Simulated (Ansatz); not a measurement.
**CH₃NSi (SMILES C1=[SiH]N1): functionals against CCSD(T) at one geometry**

One table from this session's results is given with a row withheld; the runs are named, their logs left out.

Program: Ansatz 0.2.0, Gaussian basis. Level of theory: single points in def2-TZVPP. These are calculated values, not measurements.

Correlated methods freeze the cores.

**The system as given**

SMILES `C1=[SiH]N1`, 6 atoms, charge 0, spin multiplicity 1.

Atoms are counted from 1 here; the program's logs count them from 0.

Bond lengths: C1–Si2 1.794 Å, C1–N3 1.590 Å, C1–H4 1.131 Å, Si2–N3 1.730 Å, Si2–H5 1.481 Å, N3–H6 1.019 Å. Angles: Si2–C1–N3 61.1°, Si2–C1–H4 112.4°, N3–C1–H4 103.2°, C1–Si2–N3 53.6°, C1–Si2–H5 174.6°, N3–Si2–H5 125.8°, C1–N3–Si2 65.3°, C1–N3–H6 112.4°, Si2–N3–H6 125.4°.

Geometry (Å):

```
atom    x (Å)    y (Å)    z (Å)
  C1  -0.5590  -0.9634  -0.0016
 Si2   0.6641   0.1409  -0.7111
  N3  -0.2723   0.4268   0.7150
  H4  -1.5856  -0.8158  -0.4520
  H5   1.7669   0.9954  -1.2084
  H6   0.0586   0.3103   1.6713
```

The first run:

File run/in.yaml:

```yaml
crystal:
  periodic: [false, false, false]
  atoms:
    - {symbol: C, position_ang: [-0.559000, -0.963400, -0.001600]}
    - {symbol: Si, position_ang: [0.664100, 0.140900, -0.711100]}
    - {symbol: N, position_ang: [-0.272300, 0.426800, 0.715000]}
    - {symbol: H, position_ang: [-1.585600, -0.815800, -0.452000]}
    - {symbol: H, position_ang: [1.766900, 0.995400, -1.208400]}
    - {symbol: H, position_ang: [0.058600, 0.310300, 1.671300]}
basis:
  gaussian: {orbitals: def2-TZVPP}
correlation: {method: ccsd_t}
output: {forces: true}
```

No record of the launch command was kept for these runs.

Steps of the session up to this table: CCSD(T)/def2-TZVPP; PBE0-D4/def2-TZVPP; wB97M-V/def2-TZVPP; r2SCAN-D4/def2-TZVPP; PBE-D4/def2-TZVPP; SPW92/def2-TZVPP; LC-wPBE/def2-TZVPP.

One of the session's tables, all rows but one given; the rest of the session is left out.

```
   method  RMS force component (eV/Å)  angle to CCSD(T) forces (°)  dipole (D)
  CCSD(T)                       0.591                    reference        2.91
  PBE0-D4                       0.675                         24.1        3.30
  wB97M-V                       0.679                         23.0        3.48
r2SCAN-D4                       0.648                         17.1        3.15
   PBE-D4                           ?                            ?           ?
    SPW92                       0.685                         38.0        3.06
  LC-wPBE                       0.851                         35.9        3.71
```

Q: Estimate the row for PBE-D4 from the others.

As computed: RMS force component (eV/Å): 0.553; angle to CCSD(T) forces (°): 19.2; dipole (D): 2.99. In the column «RMS force component (eV/Å)» it is the lowest.
